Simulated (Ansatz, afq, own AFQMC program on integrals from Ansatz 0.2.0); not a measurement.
# Atomization energy of SiH$_{3}$O, doublet, worked out

```yaml
atoms:
  - { symbol: Si, position_ang: [-0.0866, -0.0323, 0.5791] }
  - { symbol: O, position_ang: [0.0885, 0.0997, -1.0586] }
  - { symbol: H, position_ang: [0.6425, -1.2281, 1.1084] }
  - { symbol: H, position_ang: [0.4860, 1.2186, 1.1449] }
  - { symbol: H, position_ang: [-0.1194, -0.6729, -1.5864] }
```

Connectivity, by distances: SiH2–OH.

Basis cc-pVDZ. Only valence electrons are correlated. Ansatz 0.2.0 and our own AFQMC program on the same integrals; the CISD trial comes from CCSD amplitudes, and released means the phaseless constraint is let go. Uncertainties: one standard error, sampling alone.

Total energies in eV. CBS is CCSD(T) at the limit of def2-TZVPP/QZVPP (extrapolated itself); the highest rung of each member is named.

```
        member  count  CCSD(T)/cc-pVDZ  highest rung in cc-pVDZ     which  CCSD(T)/CBS
  Si (triplet)     +1       -7861.7800               -7861.7922       FCI   -7862.5000
   O (triplet)     +1       -2038.4036               -2038.4088       FCI   -2040.9924
   H (doublet)     +3         -13.5861                 -13.5861       FCI     -13.6059
SiH₃O, doublet     -1       -9954.9063               -9954.9428  CCSDT(Q)   -9960.1827
```

Question: Work out the best estimate of the atomization energy: the CCSD(T)/CBS difference plus the step from CCSD(T) to the highest rung.

Answer: Sums with the counts: CCSD(T)/CBS 15.8726 eV, highest rung 13.9835 eV, CCSD(T)/cc-pVDZ 13.9644 eV. The step is 13.9835 − 13.9644 = 0.0191 eV, so the best estimate is 15.8726 + (0.0191) = 15.8917 eV = 366.5 kcal/mol. The basis set is worth 1.908 eV of it. Zero-point, core-correlation and spin–orbit terms aren't in it. Past Ne the Hartree–Fock part of each CBS total tends to overshoot, since the cores don't follow the formula; that largely cancels in the difference.

Best estimates are given only where the step beyond CCSD(T) is under 0.3 eV and no member's determinant is very poor (T1 over 0.05, or 0.07 for open shells, ⟨S²⟩ too high by 0.3, two states mixed), so the hardest cases are missing from such tables.

CCSDT and higher add their correlation energy to the determinant of the CCSD(T) run, since their own runs factorise the integrals more tightly (a shift of under 2 meV). Each member of a difference takes its own highest rung, so a best estimate needn't equal the limit plus the step of one row.
